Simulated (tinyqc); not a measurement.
Worked calculation: UHF in the sto-6g basis, for H2O, spin multiplicity 1. One step of it, computed by the program tinyqc.

Problem. Iteration 1: diagonalisation and new density. Diagonalise F' = X^T F X, C = X C', fill 5 alpha and 5 beta electrons from the bottom; D(s) = C_occ C_occ^T; the new density keeps 0.7 of the old one (damping). Each column has its largest component positive (the first on a tie).

F(alpha) (hartree), lower triangle:
```
,1O 1s,1O 2s,1O 2px,1O 2py,1O 2pz,2H 1s,3H 1s
1O 1s,-19.298603
1O 2s,-4.731633,-1.825241
1O 2px,0.002335,-0.009624,0.259798
1O 2py,0.000000,0.000000,0.000000,0.054310
1O 2pz,-0.013025,-0.205936,-0.009839,0.000000,0.065454
2H 1s,-0.956816,-0.687557,-0.100998,-0.183169,-0.246095,-0.247277
3H 1s,-0.956816,-0.687557,-0.100998,0.183169,-0.246095,-0.292406,-0.247277
```

F(beta) (hartree), lower triangle:
```
,1O 1s,1O 2s,1O 2px,1O 2py,1O 2pz,2H 1s,3H 1s
1O 1s,-19.298603
1O 2s,-4.731633,-1.825241
1O 2px,-0.002335,0.009624,0.259798
1O 2py,0.000000,0.000000,0.000000,0.054310
1O 2pz,-0.013025,-0.205936,0.009839,0.000000,0.065454
2H 1s,-0.956816,-0.687557,0.100998,-0.183169,-0.246095,-0.247277
3H 1s,-0.956816,-0.687557,0.100998,0.183169,-0.246095,-0.292406,-0.247277
```

X:
```
,1,2,3,4,5,6,7
1O 1s,-0.308847,0.000000,0.746751,0.000000,0.623957,0.000000,0.148920
1O 2s,1.085802,0.000000,-0.325895,0.000000,0.334882,0.000000,0.411910
1O 2px,0.000000,0.000000,0.000000,1.000000,0.000000,0.000000,0.000000
1O 2py,0.000000,0.842495,0.000000,0.000000,0.000000,0.722618,0.000000
1O 2pz,0.568304,0.000000,0.651256,0.000000,-0.609009,0.000000,0.218785
2H 1s,-0.686759,-0.833471,-0.156080,0.000000,-0.127551,0.365221,0.382664
3H 1s,-0.686759,0.833471,-0.156080,0.000000,-0.127551,-0.365221,0.382664
```

D(alpha) at the start, lower triangle:
```
,1O 1s,1O 2s,1O 2px,1O 2py,1O 2pz,2H 1s,3H 1s
1O 1s,1.062931
1O 2s,-0.289429,1.340529
1O 2px,0.015537,-0.185315,0.848353
1O 2py,0.000000,0.000000,0.000000,1.133459
1O 2pz,-0.026943,0.175742,-0.094316,0.000000,1.107202
2H 1s,0.043861,-0.232958,0.283916,-0.156410,-0.153954,0.148729
3H 1s,0.043861,-0.232958,0.283916,0.156410,-0.153954,0.105561,0.148729
```

D(beta) at the start, lower triangle:
```
,1O 1s,1O 2s,1O 2px,1O 2py,1O 2pz,2H 1s,3H 1s
1O 1s,1.062931
1O 2s,-0.289429,1.340529
1O 2px,-0.015537,0.185315,0.848353
1O 2py,0.000000,0.000000,0.000000,1.133459
1O 2pz,-0.026943,0.175742,0.094316,0.000000,1.107202
2H 1s,0.043861,-0.232958,-0.283916,-0.156410,-0.153954,0.148729
3H 1s,0.043861,-0.232958,-0.283916,0.156410,-0.153954,0.105561,0.148729
```

overlap S, lower triangle:
```
,1O 1s,1O 2s,1O 2px,1O 2py,1O 2pz,2H 1s,3H 1s
1O 1s,1.000000
1O 2s,0.231145,1.000000
1O 2px,0.000000,0.000000,1.000000
1O 2py,0.000000,0.000000,0.000000,1.000000
1O 2pz,0.000000,0.000000,0.000000,0.000000,1.000000
2H 1s,0.046374,0.427394,0.000000,0.264642,0.250899,1.000000
3H 1s,0.046374,0.427394,0.000000,-0.264642,0.250899,0.256108,1.000000
```

Give: F' = X^T F X; orbital energies; coefficients C; F' = X^T F X; orbital energies; coefficients C; D(alpha) after iteration 1; D(beta) after iteration 1.

Solution.

F' = X^T F X (alpha) (hartree), lower triangle:
```
,1,2,3,4,5,6,7
1,0.0665
2,0.0000,0.6157
3,1.6603,0.0000,-8.1700
4,0.1220,0.0000,0.0300,0.2598
5,1.3929,0.0000,-8.7691,0.0300,-9.2492
6,0.0000,0.1135,0.0000,0.0000,0.0000,-0.1530
7,0.3090,0.0000,-3.4454,-0.0831,-3.8132,0.0000,-2.2451
```

orbital energies (alpha) (hartree): MO1 -19.3032, MO2 -0.8124, MO3 -0.1694, MO4 -0.0245, MO5 0.2311, MO6 0.5711, MO7 0.6321

coefficients C (alpha):
```
,MO1,MO2,MO3,MO4,MO5,MO6,MO7
1O 1s,0.9959,-0.2136,0.0000,-0.1386,0.0057,-0.0887,0.0000
1O 2s,0.0188,0.7950,0.0000,0.7298,-0.0835,0.6285,0.0000
1O 2px,-0.0001,0.0436,0.0000,-0.2794,0.8781,0.3860,0.0000
1O 2py,0.0000,0.0000,0.5946,0.0000,0.0000,0.0000,0.9372
1O 2pz,0.0027,0.2013,0.0000,-0.5335,-0.5136,0.7595,0.0000
2H 1s,-0.0039,0.1813,0.4807,-0.4037,0.1538,-0.6627,-0.7726
3H 1s,-0.0039,0.1813,-0.4807,-0.4037,0.1538,-0.6627,0.7726
```

F' = X^T F X (beta) (hartree), lower triangle:
```
,1,2,3,4,5,6,7
1,0.0665
2,0.0000,0.6157
3,1.6603,0.0000,-8.1700
4,-0.1220,0.0000,-0.0300,0.2598
5,1.3929,0.0000,-8.7691,-0.0300,-9.2492
6,0.0000,0.1135,0.0000,0.0000,0.0000,-0.1530
7,0.3090,0.0000,-3.4454,0.0831,-3.8132,0.0000,-2.2451
```

orbital energies (beta) (hartree): MO1 -19.3032, MO2 -0.8124, MO3 -0.1694, MO4 -0.0245, MO5 0.2311, MO6 0.5711, MO7 0.6321

coefficients C (beta):
```
,MO1,MO2,MO3,MO4,MO5,MO6,MO7
1O 1s,0.9959,-0.2136,0.0000,-0.1386,-0.0057,-0.0887,0.0000
1O 2s,0.0188,0.7950,0.0000,0.7298,0.0835,0.6285,0.0000
1O 2px,0.0001,-0.0436,0.0000,0.2794,0.8781,-0.3860,0.0000
1O 2py,0.0000,0.0000,0.5946,0.0000,0.0000,0.0000,0.9372
1O 2pz,0.0027,0.2013,0.0000,-0.5335,0.5136,0.7595,0.0000
2H 1s,-0.0039,0.1813,0.4807,-0.4037,-0.1538,-0.6627,-0.7726
3H 1s,-0.0039,0.1813,-0.4807,-0.4037,-0.1538,-0.6627,0.7726
```

D(alpha) after iteration 1, lower triangle:
```
,1O 1s,1O 2s,1O 2px,1O 2py,1O 2pz,2H 1s,3H 1s
1O 1s,1.0610
1O 2s,-0.2784,1.2900
1O 2px,0.0211,-0.2025,0.8492
1O 2py,0.0000,0.0000,0.0000,0.8995
1O 2pz,-0.0096,0.0671,-0.1540,0.0000,0.9517
2H 1s,0.0350,-0.2121,0.2755,-0.0237,-0.0559,0.2393
3H 1s,0.0350,-0.2121,0.2755,0.0237,-0.0559,0.0704,0.2393
```

D(beta) after iteration 1, lower triangle:
```
,1O 1s,1O 2s,1O 2px,1O 2py,1O 2pz,2H 1s,3H 1s
1O 1s,1.0610
1O 2s,-0.2784,1.2900
1O 2px,-0.0211,0.2025,0.8492
1O 2py,0.0000,0.0000,0.0000,0.8995
1O 2pz,-0.0096,0.0671,0.1540,0.0000,0.9517
2H 1s,0.0350,-0.2121,-0.2755,-0.0237,-0.0559,0.2393
3H 1s,0.0350,-0.2121,-0.2755,0.0237,-0.0559,0.0704,0.2393
```
